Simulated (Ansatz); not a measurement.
**[H···H···O], triplet: the ladder up to full CI**

Geometry: a point of a hydrogen-transfer path between rigid fragments, not a stationary point.

```xyz
3

H     0.0000    0.0000   -1.1367
H     0.0000    0.0000    0.0373
O     0.0000    0.0000    1.0993
```

Basis 6-31G; Ansatz 0.2.0. Correlated methods freeze the noble-gas cores, which leaves 8 electrons in 12 orbitals. Prefix R: restricted or restricted open-shell reference; prefix U: unrestricted. Active spaces: pair = (4e, 4o) about the gap; valence = (8e, 6o) chosen from the atoms' valence shells.

Full CI is exact within this basis and frozen core; it isn't the basis-set limit. The frozen core follows each run's orbitals, which can shift R against U totals by a few meV.

For open shells CISD and CISDTQ are restricted-active-space CI with the open shells as a complete middle space.

```
UHF ⟨S²⟩                          : 2.034
T1 diagnostic (RCCSD)             : 0.0271
largest doubles amplitude (RCCSD) : 0.067
T1 diagnostic (UCCSD)             : 0.0134
```

```json
{"level": "UHF", "E − E(RHF) (eV)": "-0.2194"}
{"level": "RMP2", "E − E(RHF) (eV)": "-2.6582"}
{"level": "UMP2", "E − E(RHF) (eV)": "-2.6608"}
{"level": "RCCSD", "E − E(RHF) (eV)": "-3.0013"}
{"level": "UCCSD", "E − E(RHF) (eV)": "-3.0036"}
{"level": "RCCSD(T)", "E − E(RHF) (eV)": "-3.0236"}
{"level": "UCCSD(T)", "E − E(RHF) (eV)": "-3.0254"}
```

(1) Estimate how far full CI in 6-31G lies from RCCSD(T). The table doesn't fix it; the size of (T) and the diagnostics are the guide.

(1) Full CI in 6-31G lies 0.28 kcal/mol below RCCSD(T), which is 55 % of the (T) step (-0.51 kcal/mol). The diagnostics give no warning, yet the rest is a sizeable part of (T).

The other levels:

```csv
level,E − E(full CI) (kcal/mol),share of correlation (%),wall time
CISD,2.84,95.94,0.39 s
BCCD(T),0.26,99.63,0.39 s
RCCSDT,0.16,99.77,–
UCCSDT,0.15,99.79,–
CISDTQ,0.04,99.94,0.72 s
RCCSDT(Q),0.01,99.99,2.3 s
UCCSDT(Q),0.00,100.00,2 s
RCCSDTQ,0.00,100.00,12 s
UCCSDTQ,-0.01,100.01,12 s
CASSCF (pair space),49.90,28.72,–
NEVPT2 (pair space),5.00,92.85,0.12 s
MRCISD (pair space),1.90,97.29,–
MRCISD+Q (pair space),0.67,99.04,0.39 s
CASSCF (valence space),48.57,30.62,–
NEVPT2 (valence space),8.73,87.53,0.12 s
MRCISD (valence space),1.73,97.54,–
MRCISD+Q (valence space),0.58,99.17,0.42 s
```

The correlation energy at full CI, counted from RHF, is -3.036 eV. That run took 0.72 s on 1 thread of Arm Neoverse V1, shared host over 61,184 determinants.

Times hold each run's SCF and search for its determinant on a shared host, so for small cases they say little of a method's own cost; they ran on 1 thread of Arm Neoverse V1.

The full-CI state has the irrep B2 of C2v, in the program's axes (one component, if the state is degenerate).

Natural occupations of full CI about the gap: 1.988 1.982 1.958 1.002 0.994 0.036 0.018 0.011 0.007 0.003; effectively unpaired electrons, Σ n²(2−n)², 2.02.
